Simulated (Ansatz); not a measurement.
**Two structures, one formula**

Two relaxed structures of CHOS (charge +1), closed shell (PBE0-D4/def2-TZVP; forces vanish, vibrations not checked).

A:

| atom | x (Å) | y (Å) | z (Å) |
| --- | --- | --- | --- |
| O1 | 0.1244 | -0.3730 | 1.6616 |
| C2 | 0.1969 | -0.2379 | 0.5519 |
| S3 | 0.3858 | -0.1002 | -1.0750 |
| H4 | -0.7071 | 0.7111 | -1.1385 |

B:

O1  (-0.207, -0.245, 1.717)
C2  (0.158, -0.230, 0.546)
S3  (0.488, -0.160, -0.910)
H4  (0.400, -0.589, 2.407)
(Å)

Ansatz 0.2.0; basis: def2-TZVPP; cores frozen in the correlated methods. B3LYP uses VWN-RPA correlation.

(1) Which structure is lower at CCSD(T), and by how much? (Judge from chemistry; the value comes from the calculation.)

No T1 diagnostic of these runs exceeds 0.018.

## Answers

(1) By the calculation: A, by 3.70 kcal/mol (electronic energy, against the other). By their contacts, A is CHOS ([O][C][SH]), total charge +1 and B is CHOS ([OH][C][S]), total charge +1.

All methods give the same order:

```
   method  E(B) − E(A) (kcal/mol)
   PBE-D4                    1.85
r2SCAN-D4                    1.56
  PBE0-D4                    2.12
 B3LYP-D4                    2.24
  wB97M-V                    3.30
       HF                    6.68
      MP2                    2.55
     CCSD                    4.79
  CCSD(T)                    3.70
```

Labels in which every atom is bracketed show which atoms are joined, not bond orders.

For scale, one of the runs: CCSD(T)/def2-TZVPP, 118 basis functions, launched by `ansatz run in.yaml --threads 2 --pin off --events-out ev --progress --plain --max-ram 4352MiB`. Hardware: 2 CPU threads of an Arm Neoverse V2, shared host. Wall time about 5 s.
